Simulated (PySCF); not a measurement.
**Towards the basis-set limit for SiN**

The task here is to estimate one member of a computed series from the others.

Program: PySCF 2.14.0. Level of theory: CCSD(T) on ROHF, no relativity in the base curves; scalar relativity is added as a correction. These are calculated values, not measurements.

The first run:

| Item | Value |
| --- | --- |
| molecule | SiN |
| state | doublet, unpaired electrons σ ↑ |
| smaller basis | Si cc-pV(T+d)Z, N cc-pVTZ |
| larger basis | Si cc-pV(Q+d)Z, N cc-pVQZ |
| frozen core orbitals | 6 |
| extrapolation | correlation as n⁻³ (n = 3, 4), Hartree–Fock as (n+1)·exp(−9√n) |
| corrections | core–valence correlation, scalar relativity |
| distances (Å) | 1.3830, 1.4459, 1.5087, 1.5716, 1.6345, 1.7130, 1.7916 |
| masses (u) | 27.9769, 14.0031 |
| dissociation limit | Si + N |

On the command line:

```sh
> OMP_NUM_THREADS=4 python comp.py task.json out
```

Steps of the session up to this table: Coupled cluster at each distance.

One of the session's tables, all rows but one given; the rest of the session is left out.

It belongs to the step «Coupled cluster at each distance». Parts of the energy along the bond, in eV from Si + N:

| R (Å) | HF/CBS | CCSD corr. | (T) | core–valence | relativity |
| --- | --- | --- | --- | --- | --- |
| 1.3830 | -0.302 | -2.765 | -0.3113 | -0.0860 | -0.0006 |
| 1.4459 | -0.911 | -2.871 | -0.3456 | -0.0635 | 0.0034 |
| 1.5087 | -1.152 | -2.979 | -0.3822 | -0.0454 | 0.0060 |
| 1.5716 | ? | ? | ? | ? | ? |
| 1.6345 | -0.908 | -3.198 | -0.4636 | -0.0189 | 0.0087 |
| 1.7130 | -0.454 | -3.335 | -0.5207 | -0.0074 | 0.0091 |
| 1.7916 | 0.129 | -3.473 | -0.5831 | 0.0013 | 0.0088 |

**Question.** Estimate the row for R (Å) = 1.5716.

Worked estimate for «HF/CBS». A straight line through the neighbours (1.5087, -1.152) and (1.6345, -0.908) gives -1.152 + (-0.908 + 1.152) × (1.5716 − 1.5087) / (1.6345 − 1.5087) = -1.030; a parabola fitted to 4 rows on both sides gives -1.122.

**Answer.** HF/CBS: -1.125; CCSD corr.: -3.088; (T): -0.4214; core–valence: -0.0307; relativity: 0.0078. In «HF/CBS» the line misses by +0.095 and the parabola by +0.003.
